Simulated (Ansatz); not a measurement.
Mulliken charges of `F[SiH2]P` from ωB97M-V/def2-TZVPP in Ansatz (PBE0-D4/def2-TZVP geometry).

```csv
atom,x (Å),y (Å),z (Å),charge (e)
F1,-2.087,-0.130,0.202,-0.317
Si2,-0.623,-0.188,-0.448,0.453
P3,0.891,-0.212,1.208,-0.194
H4,-0.504,-1.453,-1.215,-0.038
H5,-0.509,0.976,-1.361,-0.036
H6,0.943,1.204,1.311,0.069
H7,1.949,-0.266,0.257,0.064
```

Problem. By hand: the dipole of these point charges (1 e Å = 4.8032 D).

Solution. Σ q r = (0.434, 0.083, -0.299) e Å, of length 0.534 e Å = 2.56 D.

Problem. How does the dipole of the full density compare? (An estimate is asked.)

Solution. Computed: (0.270, 0.076, -0.151) e Å, 1.53 D; the point charges give 1.67 times that, at 7° from its direction.

Point charges leave out the atoms' own dipoles, such as those of lone pairs, and Mulliken's split depends on the basis, so the two needn't agree.
